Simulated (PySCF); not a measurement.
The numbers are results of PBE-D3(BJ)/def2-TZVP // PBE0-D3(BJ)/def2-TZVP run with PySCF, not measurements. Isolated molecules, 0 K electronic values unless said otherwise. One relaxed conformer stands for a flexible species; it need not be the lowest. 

Reference species (SMILES): `[CH2]C=O` (neutral, multiplicity 2).

highest occupied spin orbital: -5.92 eV

Changed species: `[CH3]` (radical fragment; the reference has radical fragment).

Task: What does the change do to the highest occupied spin orbital?

Result: the highest occupied spin orbital rises by 0.54 eV, to -5.38 eV.
